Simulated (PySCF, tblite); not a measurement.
**dimethylsilane (C₂H₈Si): isotopologues and vibrational averages**

Aim: rotational constants, zero-point energies and shieldings of isotopologues of dimethylsilane (C₂H₈Si) (`C[SiH2]C`).

Computed with tblite 0.8.0 (tight binding) and PySCF 2.14.0 (DFT, with response routines of our own); each step states its level. Atoms count from 0 throughout.

### Step 1. The starting structure

11 atoms, charge 0, multiplicity 1; geometry from: force field or distance geometry start.

Bonds of the start (Å): C0–H3 1.16, C0–H4 1.16, C0–H5 1.15, C0–Si1 1.81, C2–H10 1.06, C2–H8 1.13, C2–H9 1.09, Si1–C2 1.86, Si1–H6 1.46, Si1–H7 1.54.

### Step 2. GFN2-xTB relaxation, lowest of a short conformer search

Job settings and geometry (Å):

```
{"job": {"xc": "GFN2-xTB", "basis": "xTB", "kind": "relax"}, "charge": 0, "multiplicity": 1}
C     -2.364300     1.768600     0.572600
Si    -0.854400     0.777400     0.748400
C      0.393900     1.255800    -0.538600
H     -2.098100     2.832900     0.207700
H     -2.911200     1.896900     1.582000
H     -3.066400     1.271000    -0.192300
H     -1.133000    -0.659300     0.684900
H     -0.244000     1.085400     2.133600
H     -0.173400     1.977000    -1.203500
H      0.652700     0.360400    -1.110300
H      1.189800     1.792000    -0.092900
```

Run with:

```console
$ OMP_NUM_THREADS=1 python ens_run.py task.json out
```

The driver reads the study from task.json and runs its stages one after another.

Output:

```text
step      E/eV     max force
  0    -273.59786    3.285
  1    -273.94068    1.143
  2    -274.02275    0.672
  3    -274.05520    0.647
  4    -274.08256    0.368
  5    -274.09148    0.252
  6    -274.09857    0.324
  7    -274.10374    0.229
  8    -274.10705    0.168
  9    -274.10948    0.150
 10    -274.11135    0.143
 11    -274.11290    0.125
 12    -274.11404    0.096
 13    -274.11473    0.067
 14    -274.11515    0.059
 15    -274.11556    0.058
 16    -274.11619    0.100
 17    -274.11714    0.139
 18    -274.11821    0.125
 19    -274.11899    0.063
 20    -274.11945    0.056
 21    -274.11990    0.076
 22    -274.12055    0.115
 23    -274.12135    0.109
 24    -274.12203    0.062
 25    -274.12252    0.065
 26    -274.12302    0.084
 27    -274.12364    0.117
 28    -274.12421    0.093
 29    -274.12449    0.036
 30    -274.12459    0.035
 31    -274.12470    0.041
 32    -274.12495    0.083
 33    -274.12545    0.129
 34    -274.12623    0.151
 35    -274.12700    0.115
 36    -274.12755    0.057
 37    -274.12794    0.078
 38    -274.12845    0.089
 39    -274.12919    0.105
 40    -274.12991    0.085
 41    -274.13021    0.088
 42    -274.13057    0.061
 43    -274.13080    0.055
 44    -274.13203    0.081
 45    -274.13316    0.083
 46    -274.13459    0.133
 47    -274.13569    0.101
 48    -274.13649    0.130
 49    -274.13741    0.083
 50    -274.13810    0.054
 51    -274.13869    0.041
 52    -274.13875    0.028
 53    -274.13891    0.021
 54    -274.13907    0.029
 55    -274.13925    0.038
 56    -274.13940    0.037
 57    -274.13956    0.034
 58    -274.13971    0.028
 59    -274.13986    0.032
 60    -274.14003    0.049
 61    -274.14025    0.042
 62    -274.14061    0.042
 63    -274.14121    0.085
 64    -274.14157    0.110
 65    -274.14298    0.128
 66    -274.14412    0.097
 67    -274.14522    0.111
 68    -274.14526    0.133
 69    -274.14609    0.077
 70    -274.14664    0.058
 71    -274.14889    0.095
 72    -274.14220    0.525
 73    -274.15283    0.128
 74    -274.15497    0.099
 75    -274.13588    0.749
 76    -274.15674    0.069
 77    -274.15783    0.070
 78    -274.14909    0.521
 79    -274.15931    0.073
 80    -274.16013    0.073
 81    -274.16012    0.249
 82    -274.16164    0.063
 83    -274.16211    0.058
 84    -274.16340    0.106
 85    -274.16398    0.055
 86    -274.16457    0.061
 87    -274.16510    0.074
 88    -274.16622    0.068
 89    -274.16688    0.093
 90    -274.16724    0.045
 91    -274.16756    0.057
 92    -274.16783    0.059
 93    -274.16807    0.030
 94    -274.16813    0.021
 95    -274.16817    0.021
 96    -274.16822    0.020
 97    -274.16829    0.021
 98    -274.16838    0.024
 99    -274.16849    0.037
100    -274.16863    0.040
101    -274.16877    0.031
102    -274.16888    0.031
103    -274.16900    0.027
104    -274.16913    0.037
105    -274.16926    0.037
106    -274.16935    0.023
107    -274.16941    0.023
108    -274.16945    0.020
109    -274.16949    0.026
110    -274.16952    0.014
111    -274.16954    0.008
112    -274.16955    0.007
113    -274.16956    0.007
114    -274.16956    0.006
115    -274.16957    0.005
116    -274.16957    0.005
117    -274.16957    0.006
118    -274.16958    0.004
119    -274.16958    0.004
```

Run time: 0.26 s. Hardware: 1 thread of Intel Xeon 6975P-C, shared host.

Relaxing gained 0.572 eV and moved the atoms by 0.53 Å on average (rms).

### Step 3. Tight optimisation and Hessian

Job settings and geometry (Å):

```
{"job": {"xc": "B3LYP", "basis": "pcSseg-1", "grid": 2, "temperatures": [100, 400], "kind": "geom"}, "charge": 0, "multiplicity": 1}
C     -2.376928     1.887392     0.673347
Si    -0.864344     0.743264     0.766805
C      0.362201     1.206723    -0.606893
H     -2.095656     2.929214     0.800358
H     -3.098734     1.647242     1.448270
H     -2.883414     1.799259    -0.283971
H     -1.290611    -0.652510     0.594513
H     -0.217007     0.890606     2.077909
H     -0.085617     1.103191    -1.591511
H      1.240758     0.569206    -0.578509
H      0.700948     2.234486    -0.508599
```

Output:

```text
step   0  E = -10082.9533323 eV  max force = 0.69913
step   1  E = -10082.9778432 eV  max force = 0.12217
step   2  E = -10082.9796011 eV  max force = 0.02978
step   3  E = -10082.9797221 eV  max force = 0.00416
step   4  E = -10082.9797251 eV  max force = 0.00133
step   5  E = -10082.9797251 eV  max force = 0.00133
step   6  E = -10082.9797257 eV  max force = 0.00008
harmonic wavenumbers (cm-1): 153.2 170.4 208.2 464.5 587.6 644.0 645.2 714.9 862.5 887.7 896.2 932.9 972.3 1288.1 1295.1 1452.5 1453.7 1460.3 1463.9 2208.2 2213.9 3017.2 3018.0 3092.9 3093.9 3096.0 3096.2
```

Run time: 3.8 min. Hardware: 1 thread of Intel Xeon 6975P-C, shared host; peak memory 0.55 GiB.

### Step 4. Displacements along the modes, parent

Job settings and geometry (Å):

```
{"job": {"xc": "B3LYP", "basis": "pcSseg-1", "grid": 2, "temperatures": [100, 400], "kind": "vib", "mass_numbers": [12, 28, 12, 1, 1, 1, 1, 1, 1, 1, 1]}, "charge": 0, "multiplicity": 1}
C     -2.385370     1.887686     0.678413
Si    -0.868921     0.769213     0.743286
C      0.371128     1.202989    -0.609069
H     -2.109254     2.940695     0.811579
H     -3.101730     1.630516     1.467564
H     -2.905136     1.797899    -0.283147
H     -1.294586    -0.652135     0.587941
H     -0.213547     0.899529     2.077086
H     -0.073774     1.096495    -1.605832
H      1.249561     0.548294    -0.566564
H      0.723227     2.236891    -0.509538
```

Output:

```text
mode    cm-1    km/mol   phi_rrr   E(+)/cm-1  E(-)/cm-1
  1    153.20     0.00      13.0      56.61      55.58
  2    170.40     0.00      -3.2      48.87      49.31
  3    208.19     0.96     -13.9      37.58      38.58
  4    464.54    11.83      -1.3      85.24      85.41
  5    587.57     0.00       0.1     106.82     106.74
  6    644.00     4.85     120.1     120.37     111.73
  7    645.19    11.62       0.2     117.42     117.38
  8    714.91    16.63      -0.3     128.83     128.85
  9    862.52    38.96       3.3     155.92     155.67
 10    887.66    85.02      -0.5     160.19     160.11
 11    896.24     0.05      -0.3     161.65     161.54
 12    932.85   253.41      -0.8     168.14     168.14
 13    972.34   112.03      81.5     178.15     172.26
 14   1288.09    37.13     -21.4     231.31     232.84
 15   1295.10    14.40     124.1     237.81     228.86
 16   1452.50     0.05       1.5     261.59     261.42
 17   1453.72     3.56       1.3     261.76     261.65
 18   1460.27     6.22      51.9     264.76     261.02
 19   1463.95    15.10       2.3     263.64     263.48
 20   2208.15   175.54      12.4     399.54     398.68
 21   2213.94   125.10    -861.0     369.06     430.97
 22   3017.24     7.37    -187.8     537.42     550.94
 23   3017.98     4.39     750.9     571.09     517.06
 24   3092.89     0.14      -2.3     558.07     558.30
 25   3093.91    16.10      -1.6     558.34     558.44
 26   3095.98     9.02     738.2     585.90     532.89
 27   3096.24     5.54    -609.5     537.60     581.38
```

Wall time 4.7 min (1 thread of Intel Xeon 6975P-C, shared host); peak memory 0.55 GiB.

### Step 5. Displacements along the modes, 2H at atom 4

Changed since step 4:

```diff
@@ -1,2 +1,2 @@
-{"job": {"xc": "B3LYP", "basis": "pcSseg-1", "grid": 2, "temperatures": [100, 400], "kind": "vib", "mass_numbers": [12, 28, 12, 1, 1, 1, 1, 1, 1, 1, 1]}, "charge": 0, "multiplicity": 1}
+{"job": {"xc": "B3LYP", "basis": "pcSseg-1", "grid": 2, "temperatures": [100, 400], "kind": "vib", "mass_numbers": [12, 28, 12, 1, 2, 1, 1, 1, 1, 1, 1]}, "charge": 0, "multiplicity": 1}
 C     -2.385370     1.887686     0.678413
```

Output:

```text
mode    cm-1    km/mol   phi_rrr   E(+)/cm-1  E(-)/cm-1
  1    139.91     0.00      -7.9      54.62      55.23
  2    163.17     0.00     -11.7      65.18      66.45
  3    202.39     0.87      12.4      37.47      36.59
  4    462.92    11.36       1.4      85.15      84.97
  5    558.59     1.31      -4.7     101.10     101.42
  6    581.97     0.07      -0.2     105.74     105.81
  7    643.80     6.94      64.1     118.49     113.86
  8    712.68    22.46      40.4     129.90     127.00
  9    813.59    47.98      -9.0     146.50     147.14
 10    877.31    75.74      -0.2     158.33     158.28
 11    894.20    10.74       0.8     161.30     161.40
 12    922.02   227.08       1.9     166.27     166.19
 13    972.33   111.50      81.6     178.15     172.26
 14   1201.63    40.65     111.2     220.92     212.90
 15   1263.80     1.86       1.9     227.71     227.57
 16   1291.25    24.30    -176.2     226.50     239.21
 17   1428.86     7.34      81.3     260.29     254.38
 18   1457.22     5.81     -67.0     259.96     264.78
 19   1458.43     7.84     -27.5     261.62     263.56
 20   2208.15   175.50      13.1     399.57     398.66
 21   2213.57   123.32    -846.8     369.47     430.37
 22   2250.56     2.72   -1202.2     364.93     451.28
 23   3017.53     5.86    1052.4     582.79     507.10
 24   3044.05     6.49    1325.4     598.26     503.00
 25   3092.78     0.00      -2.2     558.01     558.22
 26   3093.80    16.07      -2.7     558.22     558.42
 27   3096.03     7.28    -921.1     527.32     593.42
```

Run time: 4.5 min. Hardware: 1 thread of Intel Xeon 6975P-C, shared host; peak memory 0.55 GiB.

### Step 6. Displacements along the modes, 30Si at atom 1

Changed since step 5:

```diff
@@ -1,2 +1,2 @@
-{"job": {"xc": "B3LYP", "basis": "pcSseg-1", "grid": 2, "temperatures": [100, 400], "kind": "vib", "mass_numbers": [12, 28, 12, 1, 2, 1, 1, 1, 1, 1, 1]}, "charge": 0, "multiplicity": 1}
+{"job": {"xc": "B3LYP", "basis": "pcSseg-1", "grid": 2, "temperatures": [100, 400], "kind": "vib", "mass_numbers": [12, 30, 12, 1, 1, 1, 1, 1, 1, 1, 1]}, "charge": 0, "multiplicity": 1}
 C     -2.385370     1.887686     0.678413
```

Output:

```text
mode    cm-1    km/mol   phi_rrr   E(+)/cm-1  E(-)/cm-1
  1    153.20     0.00      13.0      56.61      55.58
  2    170.08     0.01      -3.2      48.95      49.41
  3    206.75     0.97     -14.0      37.31      38.31
  4    463.39    11.98      -1.3      85.04      85.21
  5    587.57     0.00       0.1     106.82     106.74
  6    640.07     5.25     121.0     119.70     110.99
  7    645.08    12.17      -0.8     117.37     117.40
  8    707.12    18.46      -0.3     127.43     127.45
  9    860.30    40.23       3.4     155.54     155.29
 10    884.35    84.22      -0.5     159.60     159.53
 11    896.23     0.03      -0.3     161.65     161.54
 12    928.79   246.81      -0.8     167.41     167.41
 13    970.73   108.56      82.2     177.89     171.94
 14   1287.97    36.43     -21.1     231.30     232.81
 15   1295.07    14.27     124.1     237.80     228.86
 16   1452.50     0.05       1.5     261.59     261.42
 17   1453.69     3.64       1.3     261.76     261.65
 18   1460.23     6.30      51.9     264.75     261.01
 19   1463.88    15.16       2.3     263.63     263.47
 20   2205.06   173.61       9.8     398.89     398.21
 21   2212.30   123.48    -859.9     368.80     430.63
 22   3017.23     7.39    -187.4     537.44     550.93
 23   3017.97     4.39     750.9     571.09     517.06
 24   3092.89     0.14      -2.3     558.07     558.30
 25   3093.91    16.07      -1.6     558.34     558.44
 26   3095.98     9.01     737.5     585.88     532.91
 27   3096.24     5.54    -607.9     537.65     581.32
```

Run time: 4.4 min. Hardware: 1 thread of Intel Xeon 6975P-C, shared host; peak memory 0.55 GiB.

### Step 7. Vibrational averages by isotopologue

Job settings and geometry (Å):

```
{"job": {"xc": "B3LYP", "basis": "pcSseg-1", "grid": 2, "temperatures": [100, 400], "kind": "iso"}, "charge": 0, "multiplicity": 1}
C     -2.385370     1.887686     0.678413
Si    -0.868921     0.769213     0.743286
C      0.371128     1.202989    -0.609069
H     -2.109254     2.940695     0.811579
H     -3.101730     1.630516     1.467564
H     -2.905136     1.797899    -0.283147
H     -1.294586    -0.652135     0.587941
H     -0.213547     0.899529     2.077086
H     -0.073774     1.096495    -1.605832
H      1.249561     0.548294    -0.566564
H      0.723227     2.236891    -0.509538
```

Output:

```text
parent
  Be/MHz 16688.782 5809.798 4808.27
  B0/MHz 16575.623 5786.424 4779.874
  ZPE/cm-1 19694.8
  <sigma>(0 K)/ppm 180.646 374.780 180.652 30.733 30.652 30.735 27.031 27.032 30.730 30.652 30.738
2H at atom 4
  Be/MHz 16685.154 5435.003 4548.399
  B0/MHz 16561.533 5413.522 4522.895
  ZPE/cm-1 19031.3
  <sigma>(0 K)/ppm 180.918 374.835 180.681 30.749 30.768 30.751 27.034 27.035 30.729 30.647 30.734
30Si at atom 1
  Be/MHz 16402.106 5809.798 4784.178
  B0/MHz 16292.434 5786.61 4755.959
  ZPE/cm-1 19679.3
  <sigma>(0 K)/ppm 180.649 374.780 180.655 30.733 30.652 30.735 27.032 27.032 30.731 30.652 30.738
```

Wall time 17 min (1 thread of Intel Xeon 6975P-C, shared host); peak memory 0.55 GiB. This counts the whole study up to here.

Rotational constants (MHz) at equilibrium and in the ground state:

```csv
isotopologue,Be,B0,zero-point change (cm⁻¹)
parent,"16688.8, 5809.8, 4808.3","16575.6, 5786.4, 4779.9",0.0
2H at atom 4,"16685.2, 5435.0, 4548.4","16561.5, 5413.5, 4522.9",-663.5
30Si at atom 1,"16402.1, 5809.8, 4784.2","16292.4, 5786.6, 4756.0",-15.5
```

Shieldings of the first species (ppm): at equilibrium, the vibrational parts at 0 K, and the averages:

```csv
atom,equilibrium,anharmonic,harmonic,0 K,100 K,400 K
C0,185.57,1.28,-6.21,180.65,180.65,180.54
Si1,379.76,-0.44,-4.54,374.78,374.82,375.19
C2,185.57,1.29,-6.21,180.65,180.66,180.55
H3,31.39,0.20,-0.86,30.73,30.73,30.68
H4,31.31,0.24,-0.90,30.65,30.65,30.60
H5,31.39,0.21,-0.86,30.74,30.73,30.69
H6,27.43,-0.08,-0.31,27.03,27.03,27.01
H7,27.43,-0.08,-0.31,27.03,27.03,27.01
H8,31.39,0.20,-0.86,30.73,30.73,30.67
H9,31.31,0.24,-0.90,30.65,30.65,30.60
H10,31.39,0.21,-0.86,30.74,30.73,30.70
```

Isotope effects on the shieldings at 0 K (ppb; positive means more shielded):

```csv
atom,2H at atom 4,30Si at atom 1
C0,272,3
Si1,55,0
C2,29,3
H3,16,0
H4,117,0
H5,16,0
H6,2,0
H7,2,0
H8,-2,0
H9,-5,0
H10,-3,0
```

### Step 8. What came out

| quantity | value |
| --- | --- |
| point group | C2v |
| B0 of the first species | 16575.6, 5786.4, 4779.9 MHz |
| zero-point energy | 19695 cm⁻¹ |
| zero-point change of σ(Si1) | -4.98 ppm |

What this shows: Zero-point motion changes the shielding of Si1 most, by -4.98 ppm. The largest secondary isotope effect is 272 ppb on C0, 1 bond from the change (2H at atom 4). The job flags a low mode; perturbation theory is less sure for low modes. Internal rotors are held in one well.
